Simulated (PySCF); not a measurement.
Compound: silylphosphane, H₅PSi.
Bonds: Si1–P2. Hydrogens: H3, H4, H5 on Si1; H6, H7 on P2.

The same species was optimised twice, with GFN2-xTB and with PBE0-D3(BJ)/def2-SVP (PySCF), and the same property calculations (PySCF, gas phase) were run on both structures.

```
   coordinate  GFN2-xTB  PBE0-D3(BJ)/def2-SVP  change
    P2–H6 (Å)     1.383                 1.430  +0.047
    P2–H7 (Å)     1.383                 1.430  +0.047
   Si1–H4 (Å)     1.462                 1.494  +0.032
   Si1–H3 (Å)     1.462                 1.494  +0.032
   Si1–P2 (Å)     2.235                 2.267  +0.032
   Si1–H5 (Å)     1.465                 1.495  +0.030
Si1–P2–H7 (°)      95.6                  93.5    -2.1
Si1–P2–H6 (°)      95.8                  93.7    -2.1
H3–Si1–H4 (°)     111.0                 109.0    -2.0
P2–Si1–H3 (°)     106.9                 108.3    +1.4
P2–Si1–H4 (°)     106.6                 108.0    +1.4
 H6–P2–H7 (°)      92.5                  93.5    +1.0
H4–Si1–H5 (°)     109.5                 109.0    -0.5
H3–Si1–H5 (°)     109.4                 109.0    -0.4
```

Rotational constants: A = 53339, B = 5673, C = 5648 MHz (GFN2-xTB) against A = 50860, B = 5509, C = 5485 MHz (PBE0-D3(BJ)/def2-SVP). Point groups within 0.08 Å: Cs and Cs. Atoms that the bonding makes alike are paired by their places after alignment.

On the GFN2-xTB structure: HOMO (eV) -7.53 [PBE0/pcSseg-1]; LUMO (eV) 0.46 [PBE0/pcSseg-1]; dipole (D) 1.07 [PBE0/pcSseg-1]; GIAO shielding of Si1 (ppm) 435.1 [PBE0/pcSseg-1]; GIAO shielding of P2 (ppm) 631.4 [PBE0/pcSseg-1].

What do these properties become on the PBE0-D3(BJ)/def2-SVP structure?

```tsv
property	level	on GFN2-xTB	on PBE0-D3(BJ)/def2-SVP	change
HOMO (eV)	PBE0/pcSseg-1	-7.53	-7.66	-0.13
LUMO (eV)	PBE0/pcSseg-1	0.46	0.36	-0.10
dipole (D)	PBE0/pcSseg-1	1.07	0.98	-0.09
energy, GFN2-xTB geometry as zero (kcal/mol)	PBE0/pcSseg-1	0.0	-1.6	-1.6
GIAO shielding of Si1 (ppm)	PBE0/pcSseg-1	435.1	428.0	-7.1
GIAO shielding of P2 (ppm)	PBE0/pcSseg-1	631.4	609.0	-22.4
```

The heavy atoms differ by 0.016 Å rms after alignment. Among all bonds P2–H6 and P2–H7 change most and about equally (+0.047 Å). Changes are differences of the printed values. Neither structure is proved a minimum here.
